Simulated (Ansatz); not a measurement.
Process, species as SMILES: CCO → [CH3] (CH3) + [CH2]O (CH3O) (the C-C bond breaks)

Wanted: bond dissociation energy (enthalpy at 298 K), in kcal/mol. Terms: non-relativistic; 6-311+G** with 5d; LANL2DZ all-electron up to Ne; six Cartesian d functions in 6-31G* and its kin unless marked 5d; open shells spin-unrestricted; no spin-orbit coupling; valence correlation only. Basis-set limits of correlation are two-point, X^-3; Hartree-Fock from the larger set. [CCSD(T)-MP2]/basis is that difference in the basis named. First-principles rows: single points at B3LYP-D3(BJ) geometries (Ansatz, a first-principles code), with unscaled harmonic terms from B3LYP/6-31G* at its own minima.

Measured values: Active Thermochemical Tables 1.112 (ions: stationary electron), as tabulated in the package chemicals; they hold spin-orbit and core effects, anharmonicity and other conformers. 

Value to compare with, the measured value: 87.2 kcal/mol.

| level | program | bond dissociation energy (enthalpy at 298 K) (kcal/mol) | error |
|---|---|---|---|
| HF/STO-3G | Ansatz | 81.8 | -5.4 |
| HF/3-21G | Ansatz | 60.8 | -26.4 |
| HF/LANL2DZ | Ansatz | 57.8 | -29.4 |
| HF/6-31G* | Ansatz | 61.7 | -25.5 |
| HF/6-311+G** | Ansatz | 58.4 | -28.8 |
| RI-MP2/CBS(aug-cc-pVTZ,aug-cc-pVQZ)+[CCSD(T)-MP2]/aug-cc-pVTZ | Ansatz | 87.3 | 0.1 |

0 of the 5 habitual levels lie above the measured value; their mean absolute error is 23.1 kcal/mol, the median 26.4.

The sets are all those run for this method; runs whose electronic state is in doubt are left out.
